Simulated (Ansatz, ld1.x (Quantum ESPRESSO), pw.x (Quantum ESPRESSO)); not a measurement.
**Equation-of-state test of one PAW potential (phosphorus (P))**

P, PAW, made with ld1.x (Quantum ESPRESSO) 7.5 (PBEsol, scalar-relativistic). Core [Ne], reference 3s2 3p3. Waves: 3s (bound): rcut 1.15, rcutus 1.60 bohr; 3s channel at 1.55 Ry: rcut 1.15, rcutus 1.60 bohr; 3p (bound): rcut 1.65, rcutus 1.95 bohr; 3p channel at 0.35 Ry: rcut 1.65, rcutus 1.95 bohr. Local part: all-electron potential smoothed inside 1.85 bohr (lloc = -1). Core correction: Bessel-smoothed model core inside 1.00 bohr. Augmentation charge: PSQ, radius 1.25 bohr.

Crystal test: sc P in pw.x 7.5, no spin, 13³ k-points, Fermi–Dirac smearing 0.01 Ry, cutoffs 40/320 Ry. The reference is all-electron LAPW (Ansatz 0.2.0) with the same functional, mesh and smearing; V0 and B0 come from Birch–Murnaghan fits to the pressures at five volumes. Errors are pseudo minus all-electron; Δ is the rms difference of the E(V) curves that follow from these fits, minima aligned, over ±6 % about the mean V0. Mesh and smearing are coarse, so the numbers serve the comparison and aren't converged zero-temperature values; the lattice is a test structure that the element need not adopt.

All-electron: a0 = 2.423 Å (V0 = 14.23 Å³/atom), B0 = 126.4 GPa.

Q: How far does the potential miss the all-electron equation of state?

A: mean pressure error (GPa): +9.20. The pressure does not cross zero within the volumes sampled, so no fit is given. This is a poor potential for the solid.

```json
{"V (Å³/atom)": "13.496", "P all-electron (GPa)": "7.35", "P pseudo (GPa)": "18.30"}
{"V (Å³/atom)": "13.851", "P all-electron (GPa)": "3.64", "P pseudo (GPa)": "13.48"}
{"V (Å³/atom)": "14.206", "P all-electron (GPa)": "0.21", "P pseudo (GPa)": "9.24"}
{"V (Å³/atom)": "14.561", "P all-electron (GPa)": "-2.83", "P pseudo (GPa)": "5.53"}
{"V (Å³/atom)": "14.916", "P all-electron (GPa)": "-5.44", "P pseudo (GPa)": "2.38"}
```

Q: At the middle volume, how do free energy and pressure move when the wave cutoff is lowered (ecutrho held at 320 Ry)?

A:

| cutoff (Ry) | shift of F (meV/atom) | shift of P (GPa) |
| --- | --- | --- |
| 18 | +19.1 | -0.67 |
| 24 | +6.7 | -0.12 |
| 32 | +1.4 | -0.06 |

The run at the middle volume (84 k-points, 6 iterations) took about 1.9 s on one core of a shared host (Neoverse-V2, 48 threads, 185 GiB, load 29).
